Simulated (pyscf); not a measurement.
# Four-centre exchange: H₃C–GaH–CH₃ + ammonia (NH₃) → methane (CH₄) + H₃C–GaH–NH₂

Gas phase, singlet surface, charge 0. Bonds broken: C1–Ga2, N11–H12. Bonds formed: C1–H12, Ga2–N11. Optimised with ωB97X-D3(BJ)/def2-SVP in PySCF.

Transition state (Å):

```xyz
14

C     -1.8143     0.9925     0.8432
Ga     0.1453    -0.0763     0.5559
C      0.0149    -1.0323    -1.1554
H     -2.1525    -0.0446     1.0405
H     -2.1018     1.5623     1.7416
H     -2.4089     1.3398    -0.0174
H      0.5460    -0.6501     1.9566
H     -0.4122    -0.3843    -1.9374
H      1.0100    -1.3639    -1.4949
H     -0.6214    -1.9275    -1.0703
N      0.7207     1.8189     0.3317
H     -0.5921     1.6448     0.5829
H      1.2895     2.2715     1.0451
H      0.9973     2.1604    -0.5873
```

One imaginary mode, 1579i cm⁻¹; descent along it reached the two sides named, in the forms told below.

```csv
bond,change,reactant side (Å),saddle,product side
C1–Ga2,breaks,1.991,2.251,3.3
N11–H12,breaks,1.021,1.348,2.9
C1–H12,forms,3.0,1.410,1.100
Ga2–N11,forms,2.183,1.993,1.820
```

Electronic energies relative to the separated reactants (kJ/mol):

```json
[
 {"level": "ωB97X-D3(BJ)/def2-TZVP", "barrier": "66.7", "reaction energy": "-70.1", "reverse barrier": "136.7"},
 {"level": "PBE/def2-TZVP", "barrier": "56.1", "reaction energy": "-69.4", "reverse barrier": "125.5"},
 {"level": "r²SCAN/def2-TZVP", "barrier": "51.7", "reaction energy": "-74.4", "reverse barrier": "126.1"},
 {"level": "B3LYP-D3(BJ)/def2-TZVP", "barrier": "69.4", "reaction energy": "-73.6", "reverse barrier": "143.0"},
 {"level": "PBE0-D3(BJ)/def2-TZVP", "barrier": "56.8", "reaction energy": "-68.1", "reverse barrier": "124.9"},
 {"level": "M06-2X/def2-TZVP", "barrier": "56.3", "reaction energy": "-78.4", "reverse barrier": "134.7"},
 {"level": "ωB97M-D3(BJ)/def2-TZVP", "barrier": "71.8", "reaction energy": "-69.6", "reverse barrier": "141.4"},
 {"level": "HF/def2-TZVP", "barrier": "135.4", "reaction energy": "-76.9", "reverse barrier": "212.3"}
]
```

With ωB97M-D3(BJ)/def2-TZVP energies and thermal terms (ideal gas, 1 atm, RRHO with modes under 100 cm⁻¹ raised to 100, one conformer, R ln 2 for chiral ones without a mode under 150 cm⁻¹), in kJ/mol:

| T (K) | ΔH‡ | ΔG‡ | ΔH | ΔG |
|---|---|---|---|---|
| 298 | 64.3 | 110.8 | -69.0 | -64.1 |
| 600 | 66.0 | 157.5 | -69.5 | -58.9 |
| 900 | 69.3 | 202.5 | -69.7 | -53.6 |
| 1200 | 72.9 | 246.4 | -69.8 | -48.2 |

On the reactant side the descent ends in an adduct with a Ga–N contact, 90.7 kJ/mol under the separated species and 157.4 kJ/mol under the saddle at ωB97X-D3(BJ)/def2-TZVP. What is counted as formed (Ga–N) is already present as a longer contact in the reactant adduct; forming that adduct is a step of its own. This is the saddle that the search found; another between the same sides may lie lower. Elements up to Kr have no core potential and no relativistic terms here.
